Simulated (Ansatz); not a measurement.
Process, species as SMILES: OCl (OH-Cl) → Cl atom + H atom + O atom
B3LYP-D3(BJ)/def2-TZVP geometries, fixed; electronic energies without zero-point terms.

Basis-set convergence of the atomisation energy at PBE with Ansatz (a program for electronic structure). All functions are spherical. The program fits the integrals of some runs and decomposes those of others, by size. Open shells are unrestricted. No added dispersion term, no relativity. Functions are those of the species that has most. Reference: the value in pcseg-4, 175.78 kcal/mol, itself unsure by roughly 0.06 kcal/mol (its mean distance from aug-pcseg-3, aug-cc-pV(Q+d)Z, cc-pV(5+d)Z). Deviations are taken from unrounded values.

```csv
basis,functions,atomisation energy (kcal/mol),minus reference (kcal/mol)
pcseg-0,24,140.09,-35.69
pcseg-1,37,165.85,-9.93
aug-pcseg-1,59,170.31,-5.47
aug-cc-pV(D+d)Z,64,172.59,-3.19
pcseg-2,78,174.35,-1.43
jun-cc-pV(T+d)Z,101,175.13,-0.65
aug-pcseg-2,119,175.29,-0.48
aug-cc-pV(T+d)Z,124,175.18,-0.60
pcseg-3,157,175.74,-0.03
aug-cc-pV(Q+d)Z,215,175.72,-0.06
aug-pcseg-3,223,175.78,0.01
pcseg-4,267,175.78,0.00
```

The smallest set listed that lies within 1 kcal/mol of the reference with all its larger relatives (same family, alike in diffuse functions; a set with none counts only in the reference's own line) is jun-cc-pV(T+d)Z (101 functions, -0.65 kcal/mol off).
